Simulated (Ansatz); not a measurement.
## Structure relaxation of KTi

All numbers below come from Ansatz 0.2.0, DFT PBE, scalar-relativistic, plane waves, PAW. Cutoff 420 eV, Γ-centred k mesh, Gaussian smearing, no spin polarisation in the final step.

The start puts KTi on the litharge structure type (P4/nmm, No. 129), with K in place of Pb, Ti in place of O, at a guessed volume.

```yaml
crystal:
  lattice:
    - [4.38627, 0.00000, 0.00000]
    - [0.00000, 4.38627, 0.00000]
    - [0.00000, 0.00000, 5.54243]
  atoms:
    - { symbol: K, position: [0.00000, 0.50000, 0.23510] }
    - { symbol: K, position: [0.50000, 0.00000, 0.76490] }
    - { symbol: Ti, position: [0.00000, 0.00000, 0.00000] }
    - { symbol: Ti, position: [0.50000, 0.50000, 0.00000] }
```

Cell and atoms relax at zero pressure; the relaxation can't lower the symmetry of the start. After a coarse first stage the cell is made exact in the group found at 0.06 Å.

Energies over the elements count from the elements' standard structures at the same level, with no empirical corrections.

Problem. Describe the relaxed structure.

Solution. It keeps P4/nmm (No. 129), but not the shape of the type it started on. Conventional cell: a = 3.667 Å, c = 11.030 Å. K is coordinated by 4 K at 3.67 Å and 4 Ti at 3.79 Å; Ti has 4 Ti at 2.59 Å.

```
K Ti
1.0
     3.66737    0.00000    0.00000
     0.00000    3.66737    0.00000
     0.00000    0.00000   11.03046
K Ti
2 2
Cartesian
  0.0000 1.8337 3.3166
  1.8337 0.0000 7.7139
  0.0000 0.0000 0.0000
  1.8337 1.8337 0.0000
```

Problem. What are its volume, energy, density and gap?

Solution. The volume per atom is 37.09 Å³, the density is 1.95 g/cm³ and the energy over the elements is 0.72 eV/atom. The gap on the 12×12×4 mesh is 0 eV (a metal).

The final run used a 12×12×4 mesh on its 4-atom cell and 0.10 eV smearing. For metals, differences of a few meV/atom aren't resolved. A structure relaxed within its symmetry needn't be a true minimum.

Cost: 4 runs of about 3.5 core-minutes in all, on Arm Neoverse V1 (shared hosts).